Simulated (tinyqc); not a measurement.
G0W0 on RHF in the sto-6g basis, for H2F+, spin multiplicity 1, step by step. One step of it, computed by the program tinyqc.

Problem. Screening: direct RPA. With D = e_a - e_i and K = (ia|jb): diagonalise D^(1/2) (D + 4K) D^(1/2) = Z w^2 Z^T; X + Y = D^(1/2) Z w^(-1/2), each column of Z with its largest component positive (the first on a tie); E_c = (sum w - tr (D + 2K)) / 2.

orbital energies (hartree): MO1 -26.916169, MO2 -2.001477, MO3 -1.103605, MO4 -1.033296, MO5 -1.008429, MO6 -0.086282, MO7 0.032141

Two-electron integrals over orbitals (pq|rs), unique and non-zero (hartree):
```
p,q,r,s,(pq|rs)
1,1,1,1,5.381977
2,1,1,1,-0.521592
2,1,2,1,0.081832
2,2,1,1,1.230857
2,2,2,1,-0.021784
2,2,2,2,0.865798
3,1,3,1,0.018261
3,2,3,1,0.026032
3,2,3,2,0.153649
3,3,1,1,0.984928
3,3,2,1,-0.008053
3,3,2,2,0.753569
3,3,3,3,0.722683
4,1,1,1,0.126289
4,1,2,1,-0.017471
4,1,2,2,0.012362
4,1,3,3,0.004320
4,1,4,1,0.027796
4,2,1,1,-0.101970
4,2,2,1,0.007800
4,2,2,2,-0.008472
4,2,3,3,-0.009434
4,2,4,1,0.029254
4,2,4,2,0.160030
4,3,3,1,-0.003490
4,3,3,2,0.006778
4,3,4,3,0.049849
4,4,1,1,1.130211
4,4,2,1,-0.013121
4,4,2,2,0.807073
4,4,3,3,0.698384
4,4,4,1,-0.009657
4,4,4,2,-0.083732
4,4,4,4,0.852104
5,1,5,1,0.030362
5,2,5,1,0.039316
5,2,5,2,0.184342
5,3,5,3,0.037995
5,4,5,1,-0.008829
5,4,5,2,-0.032585
5,4,5,4,0.051682
5,5,1,1,1.265986
5,5,2,1,-0.013668
5,5,2,2,0.886967
5,5,3,3,0.741512
5,5,4,1,0.003155
5,5,4,2,-0.054165
5,5,4,4,0.817557
5,5,5,5,0.998085
6,1,1,1,0.193523
6,1,2,1,-0.032062
6,1,2,2,0.004229
6,1,3,3,0.001711
6,1,4,1,-0.006625
6,1,4,2,-0.019817
6,1,4,4,0.011742
6,1,5,5,0.004802
6,1,6,1,0.020114
6,2,1,1,-0.269214
6,2,2,1,0.007319
6,2,2,2,-0.137812
6,2,3,3,-0.086792
6,2,4,1,-0.018071
6,2,4,2,-0.048499
6,2,4,4,-0.088451
6,2,5,5,-0.138968
6,2,6,1,0.006270
6,2,6,2,0.072887
6,3,3,1,-0.003891
6,3,3,2,0.019991
6,3,4,3,0.018368
6,3,6,3,0.065441
6,4,1,1,-0.300747
6,4,2,1,0.003841
6,4,2,2,-0.162927
6,4,3,3,-0.097925
6,4,4,1,-0.004232
6,4,4,2,0.019890
6,4,4,4,-0.165231
6,4,5,5,-0.168882
6,4,6,1,0.000482
6,4,6,2,0.059027
6,4,6,4,0.091026
6,5,5,1,-0.012030
6,5,5,2,-0.046988
6,5,5,4,-0.011193
6,5,6,5,0.023797
6,6,1,1,0.685210
6,6,2,1,-0.005593
6,6,2,2,0.559932
6,6,3,3,0.541391
6,6,4,1,0.014611
6,6,4,2,0.063554
6,6,4,4,0.532001
6,6,5,5,0.537041
6,6,6,1,-0.005348
6,6,6,2,-0.053399
6,6,6,4,-0.027893
6,6,6,6,0.537808
7,1,3,1,-0.016739
7,1,3,2,-0.023050
7,1,4,3,0.003289
7,1,6,3,0.003327
7,1,7,1,0.015354
7,2,3,1,-0.017634
7,2,3,2,-0.069757
7,2,4,3,0.021711
7,2,6,3,0.023969
7,2,7,1,0.015673
7,2,7,2,0.055529
7,3,1,1,-0.425897
7,3,2,1,0.007798
7,3,2,2,-0.217453
7,3,3,3,-0.167974
7,3,4,1,0.001181
7,3,4,2,0.058309
7,3,4,4,-0.193480
7,3,5,5,-0.235552
7,3,6,1,-0.004493
7,3,6,2,0.064032
7,3,6,4,0.099194
7,3,6,6,-0.016998
7,3,7,3,0.163725
7,4,3,1,0.006986
7,4,3,2,0.053831
7,4,4,3,-0.002900
7,4,6,3,0.045918
7,4,7,1,-0.006403
7,4,7,2,-0.009960
7,4,7,4,0.051377
7,5,5,3,-0.025338
7,5,7,5,0.018913
7,6,3,1,0.008665
7,6,3,2,0.084134
7,6,4,3,0.053368
7,6,6,3,0.082062
7,6,7,1,-0.007822
7,6,7,2,0.005889
7,6,7,4,0.065647
7,6,7,6,0.161544
7,7,1,1,0.755733
7,7,2,1,-0.006641
7,7,2,2,0.590866
7,7,3,3,0.592348
7,7,4,1,0.003111
7,7,4,2,0.010573
7,7,4,4,0.566610
7,7,5,5,0.576828
7,7,6,1,0.001460
7,7,6,2,-0.040271
7,7,6,4,-0.028448
7,7,6,6,0.529742
7,7,7,3,-0.058441
7,7,7,7,0.560210
```

Give: D^(1/2) (D + 4K) D^(1/2); excitation energies w; X + Y; RPA correlation energy.

Solution.

D^(1/2) (D + 4K) D^(1/2) (hartree^2), lower triangle:
```
,1>6,1>7,2>6,2>7,3>6,3>7,4>6,4>7,5>6,5>7
1>6,722.0014
1>7,0.0000,727.8665
2>6,0.1798,0.0000,4.2263
2>7,0.0000,0.4641,0.0000,4.5873
3>6,0.0000,0.0697,0.0000,0.1379,1.3012
3>7,-0.0992,0.0000,0.3777,0.0000,0.0000,2.0337
4>6,0.0097,0.0000,0.3180,0.0000,0.0000,0.4115,1.2416
4>7,0.0000,-0.1372,0.0000,-0.0586,0.1912,0.0000,0.0000,1.3541
5>6,0.0000,0.0000,0.0000,0.0000,0.0000,0.0000,0.0000,0.0000,0.9381
5>7,0.0000,0.0000,0.0000,0.0000,0.0000,0.0000,0.0000,0.0000,0.0000,1.1615
```

excitation energies w (hartree): 0.9686  1.0293  1.0624  1.0777  1.2329  1.4508  2.0826  2.1433  26.8701  26.9790

X + Y:
```
,1,2,3,4,5,6,7,8,9,10
1>6,0.0000,-0.0003,0.0000,0.0000,0.0000,0.0007,-0.0008,0.0000,0.9993,0.0000
1>7,0.0000,0.0000,-0.0009,0.0000,0.0004,0.0000,0.0000,-0.0023,0.0000,0.9994
2>6,0.0000,-0.0663,0.0000,0.0000,0.0000,-0.2472,0.9353,0.0000,0.0001,0.0000
2>7,0.0000,0.0000,-0.0570,0.0000,-0.0191,0.0000,0.0000,0.9732,0.0000,0.0002
3>6,0.0000,0.0000,0.7403,0.0000,0.5929,0.0000,0.0000,0.0282,0.0000,0.0000
3>7,0.0000,-0.3914,0.0000,0.0000,0.0000,0.8051,0.1345,0.0000,0.0000,0.0000
4>6,0.0000,0.8889,0.0000,0.0000,0.0000,0.2865,0.0839,0.0000,0.0000,0.0000
4>7,0.0000,0.0000,-0.6536,0.0000,0.7041,0.0000,0.0000,-0.0110,0.0000,0.0000
5>6,0.9757,0.0000,0.0000,0.0000,0.0000,0.0000,0.0000,0.0000,0.0000,0.0000
5>7,0.0000,0.0000,0.0000,0.9826,0.0000,0.0000,0.0000,0.0000,0.0000,0.0000
```

RPA correlation energy = -0.057431 hartree
